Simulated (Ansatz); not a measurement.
Molecular dynamics, step by step

BSiNH8, closed shell, PBE0-D4/def2-SVP (Ansatz 0.2.0). Settings (timestep in fs, temperature in K; T counts 27 degrees of freedom):

```yaml
hamiltonian: {xc: pbe0, dispersion: d4}
md: {n_steps: 60, timestep: 0.5, temperature: 500, ensemble: nve, seed: 531, initial_velocities: maxwell_boltzmann}
```

Start, the saddle point found with PBE0-D4 in triple zeta (not stationary at another level):

```json
{"atom": "B1", "x (Å)": "-0.7499", "y (Å)": "-0.3297", "z (Å)": "-0.2295"}
{"atom": "N2", "x (Å)": "-0.9967", "y (Å)": "1.1416", "z (Å)": "-0.7201"}
{"atom": "H3", "x (Å)": "-0.6175", "y (Å)": "-1.1327", "z (Å)": "-1.1126"}
{"atom": "H4", "x (Å)": "-1.3850", "y (Å)": "-0.6484", "z (Å)": "0.7391"}
{"atom": "H5", "x (Å)": "0.1482", "y (Å)": "0.7036", "z (Å)": "-0.1342"}
{"atom": "Si6", "x (Å)": "1.2420", "y (Å)": "-0.5495", "z (Å)": "0.6671"}
{"atom": "H7", "x (Å)": "-1.6372", "y (Å)": "1.7121", "z (Å)": "-0.1959"}
{"atom": "H8", "x (Å)": "-1.0234", "y (Å)": "1.3085", "z (Å)": "-1.7112"}
{"atom": "H9", "x (Å)": "2.4397", "y (Å)": "-0.3699", "z (Å)": "-0.2034"}
{"atom": "H10", "x (Å)": "1.5059", "y (Å)": "0.1616", "z (Å)": "1.9508"}
{"atom": "H11", "x (Å)": "1.0739", "y (Å)": "-1.9972", "z (Å)": "0.9501"}
```

| step | time (fs) | potential energy less the start (meV) | kinetic energy (meV) | T (K) |
| --- | --- | --- | --- | --- |
| 0 | 0.00 | 0.0 | 581.7 | 500 |
| 4 | 2.00 | 208.0 | 377.5 | 325 |
| 8 | 4.00 | 308.6 | 277.0 | 238 |
| 12 | 6.00 | 249.1 | 334.4 | 287 |
| 16 | 8.00 | 260.0 | 325.0 | 279 |
| 20 | 10.00 | 210.9 | 373.2 | 321 |
| 24 | 12.00 | 196.5 | 389.6 | 335 |
| 28 | 14.00 | -97.5 | 680.1 | 585 |
| 32 | 16.00 | -58.8 | 644.5 | 554 |
| 36 | 18.00 | -169.9 | 753.5 | 648 |
| 40 | 20.00 | -263.2 | 847.5 | 729 |
| 44 | 22.00 | -304.3 | 889.0 | 764 |
| 48 | 24.00 | -392.5 | 975.5 | 839 |
| 52 | 26.00 | -422.2 | 1008.7 | 867 |
| 56 | 28.00 | -774.0 | 1356.2 | 1166 |
| 60 | 30.00 | -822.5 | 1407.8 | 1210 |

Step 24, positions (Å) and forces (eV/Å):

```
atom       x       y       z      Fx      Fy      Fz
  B1  -0.833  -0.347  -0.215  -0.004   2.796  -1.865
  N2  -1.019   1.135  -0.735  -0.578   0.584  -1.647
  H3  -0.650  -1.110  -1.120   0.199  -0.368  -0.122
  H4  -1.453  -0.660   0.714  -0.498  -0.380   1.191
  H5   0.232   0.460   0.027   0.158  -0.288   0.133
 Si6   1.268  -0.543   0.672   0.067  -1.144   0.725
  H7  -1.477   1.936  -0.227   0.716  -1.462  -0.851
  H8  -0.716   1.349  -1.748  -0.896  -0.342   2.482
  H9   2.405  -0.261  -0.168   0.874   0.264  -0.672
 H10   1.459   0.166   1.954   0.111  -0.095   0.441
 H11   1.181  -2.050   0.766  -0.149   0.434   0.185
```

Step 28, positions (Å) and forces (eV/Å):

| atom | x | y | z | Fx | Fy | Fz |
| --- | --- | --- | --- | --- | --- | --- |
| B1 | -0.851 | -0.324 | -0.230 | -1.136 | 2.143 | -0.180 |
| N2 | -1.025 | 1.132 | -0.743 | -0.894 | -0.919 | -0.389 |
| H3 | -0.637 | -1.127 | -1.088 | 0.184 | -0.338 | -0.282 |
| H4 | -1.473 | -0.698 | 0.781 | 0.474 | 0.312 | -0.443 |
| H5 | 0.253 | 0.390 | 0.057 | 0.232 | -0.060 | 0.169 |
| Si6 | 1.275 | -0.545 | 0.674 | 0.864 | -0.813 | 0.793 |
| H7 | -1.443 | 1.902 | -0.207 | 0.343 | -0.603 | -0.589 |
| H8 | -0.681 | 1.316 | -1.694 | -0.514 | 0.257 | 0.824 |
| H9 | 2.418 | -0.225 | -0.184 | 0.515 | 0.133 | -0.360 |
| H10 | 1.457 | 0.139 | 1.977 | 0.114 | -0.108 | 0.321 |
| H11 | 1.183 | -2.025 | 0.763 | -0.181 | -0.003 | 0.134 |

Step 56, positions (Å) and forces (eV/Å):

```json
{"atom": "B1", "x": "-1.044", "y": "-0.178", "z": "-0.337", "Fx": "-0.260", "Fy": "-1.668", "Fz": "2.070"}
{"atom": "N2", "x": "-1.164", "y": "1.086", "z": "-0.823", "Fx": "-0.319", "Fy": "3.111", "Fz": "-1.337"}
{"atom": "H3", "x": "-0.617", "y": "-1.039", "z": "-1.011", "Fx": "0.103", "Fy": "-0.772", "Fz": "-0.662"}
{"atom": "H4", "x": "-1.457", "y": "-0.458", "z": "0.820", "Fx": "-0.128", "Fy": "0.133", "Fz": "-1.008"}
{"atom": "H5", "x": "0.352", "y": "0.373", "z": "0.322", "Fx": "0.306", "Fy": "-0.214", "Fz": "0.258"}
{"atom": "Si6", "x": "1.398", "y": "-0.581", "z": "0.727", "Fx": "-0.072", "Fy": "-0.429", "Fz": "1.150"}
{"atom": "H7", "x": "-1.259", "y": "1.840", "z": "-0.162", "Fx": "-0.554", "Fy": "0.193", "Fz": "0.302"}
{"atom": "H8", "x": "-0.559", "y": "1.459", "z": "-1.555", "Fx": "-0.393", "Fy": "-0.570", "Fz": "-0.208"}
{"atom": "H9", "x": "2.496", "y": "-0.168", "z": "-0.118", "Fx": "0.954", "Fy": "-0.089", "Fz": "-0.501"}
{"atom": "H10", "x": "1.618", "y": "-0.201", "z": "2.147", "Fx": "0.326", "Fy": "0.015", "Fz": "0.214"}
{"atom": "H11", "x": "1.072", "y": "-2.047", "z": "0.736", "Fx": "0.035", "Fy": "0.289", "Fz": "-0.279"}
```

Last step (60):

B1  (-1.070, -0.185, -0.345)
N2  (-1.198, 1.104, -0.846)
H3  (-0.623, -1.048, -1.075)
H4  (-1.537, -0.404, 0.856)
H5  (0.410, 0.398, 0.399)
Si6  (1.421, -0.589, 0.741)
H7  (-1.281, 1.870, -0.123)
H8  (-0.538, 1.477, -1.614)
H9  (2.567, -0.194, -0.116)
H10  (1.681, -0.259, 2.175)
H11  (1.058, -2.018, 0.701)
(Å)

The run took about 100 s on 2 CPU threads of an Arm Neoverse V1 (shared host).
